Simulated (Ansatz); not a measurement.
# CHOS radical (SMILES O=C[S]): single points off equilibrium

The atoms stand at a structure displaced at random from a GFN2-xTB minimum. How far do the functionals agree with CCSD(T) there?

Computed with Ansatz 0.2.0, Gaussian basis. Level: single points in def2-TZVPP.

Correlated methods freeze the cores. Orbitals are unrestricted.

## (1) The system as given

SMILES `O=C[S]`, 4 atoms, charge 0, spin multiplicity 2.

Atoms are counted from 1 here; the program's logs count them from 0.

Bond lengths: O1–C2 1.206 Å, C2–S3 1.748 Å, C2–H4 1.068 Å. Angles: O1–C2–S3 136.6°, O1–C2–H4 124.5°, S3–C2–H4 97.6°.

Geometry (Å):

```
O    -0.9186    0.5713    0.8305
C    -0.1580    0.0956    0.0240
S     1.1242   -1.0927    0.0348
H     0.0502    0.5200   -0.9337
```

## (2) CCSD(T)/def2-TZVPP

run/in.yaml reads:

```yaml
crystal:
  periodic: [false, false, false]
  atoms:
    - {symbol: O, position_ang: [-0.918600, 0.571300, 0.830500]}
    - {symbol: C, position_ang: [-0.158000, 0.095600, 0.024000]}
    - {symbol: S, position_ang: [1.124200, -1.092700, 0.034800]}
    - {symbol: H, position_ang: [0.050200, 0.520000, -0.933700]}
basis:
  gaussian: {orbitals: def2-TZVPP}
magnetization: {spin_polarized: true, initial_magnetization: 1}
correlation: {method: ccsd_t}
scf: {omitted_lower_state_checks: [cluster_reference]}
output: {forces: true}
```

The command line of these runs was not kept.

## (3) PBE0-D4/def2-TZVPP

run/in.yaml, as its differences from that of step 2:

```diff
@@ -10,4 +10,3 @@
 magnetization: {spin_polarized: true, initial_magnetization: 1}
-correlation: {method: ccsd_t}
-scf: {omitted_lower_state_checks: [cluster_reference]}
-output: {forces: true}
+hamiltonian: {xc: pbe0, dispersion: d4}
+output: {forces: true, orbitals: {seedname: orbitals}}
```

## (4) wB97M-V/def2-TZVPP

run/in.yaml, as its differences from that of step 3:

```diff
@@ -10,3 +10,3 @@
 magnetization: {spin_polarized: true, initial_magnetization: 1}
-hamiltonian: {xc: pbe0, dispersion: d4}
-output: {forces: true, orbitals: {seedname: orbitals}}
+hamiltonian: {xc: {name: wB97M-V}}
+output: {forces: true}
```

## (5) r2SCAN-D4/def2-TZVPP

run/in.yaml, as its differences from that of step 4:

```diff
@@ -10,3 +10,3 @@
 magnetization: {spin_polarized: true, initial_magnetization: 1}
-hamiltonian: {xc: {name: wB97M-V}}
+hamiltonian: {xc: r2scan, dispersion: d4}
 output: {forces: true}
```

## (6) PBE-D4/def2-TZVPP

run/in.yaml, as its differences from that of step 5:

```diff
@@ -10,3 +10,3 @@
 magnetization: {spin_polarized: true, initial_magnetization: 1}
-hamiltonian: {xc: r2scan, dispersion: d4}
+hamiltonian: {xc: pbe, dispersion: d4}
 output: {forces: true}
```

## (7) LC-wPBE/def2-TZVPP

run/in.yaml, as its differences from that of step 6:

```diff
@@ -10,3 +10,3 @@
 magnetization: {spin_polarized: true, initial_magnetization: 1}
-hamiltonian: {xc: pbe, dispersion: d4}
+hamiltonian: {xc: {name: LC-wPBE}}
 output: {forces: true}
```

## (8) BHLYP-D4/def2-TZVPP

run/in.yaml, as its differences from that of step 7:

```diff
@@ -10,3 +10,3 @@
 magnetization: {spin_polarized: true, initial_magnetization: 1}
-hamiltonian: {xc: {name: LC-wPBE}}
+hamiltonian: {xc: {name: BHLYP}, dispersion: d4}
 output: {forces: true}
```

(Steps that only read results are left out.)

**Question.** What will these runs give? Wanted: energy less free atoms, CCSD(T)/def2-TZVPP; RMS force component; RMS force error; HOMO and LUMO, PBE0-D4; T1 diagnostic.

As calculated:

| quantity | value |
| --- | --- |
| energy less free atoms, CCSD(T)/def2-TZVPP | -332.6 kcal/mol |
| RMS force component | 0.724 to 1.102 eV/Å over the methods |
| RMS force error | PBE0-D4 0.421, wB97M-V 0.343, r2SCAN-D4 0.369, PBE-D4 0.512, LC-wPBE 0.423, BHLYP-D4 0.685 eV/Å |
| HOMO and LUMO, PBE0-D4 | -8.12 and -4.88 eV |
| T1 diagnostic | 0.024 |

Against CCSD(T) the functionals' energies less atoms differ by -40.2 to +9.2 kcal/mol, PBE-D4 by -40.2 kcal/mol. CCSD(T) in triple zeta still lacks some correlation energy of the bonds, so part of these gaps is its own basis error and they don't rank the functionals. The forces of wB97M-V come nearest to CCSD(T), those of BHLYP-D4 are farthest. Frozen-core CCSD(T) forces in triple zeta carry basis errors of their own, and this is one geometry, so small gaps rank nothing.
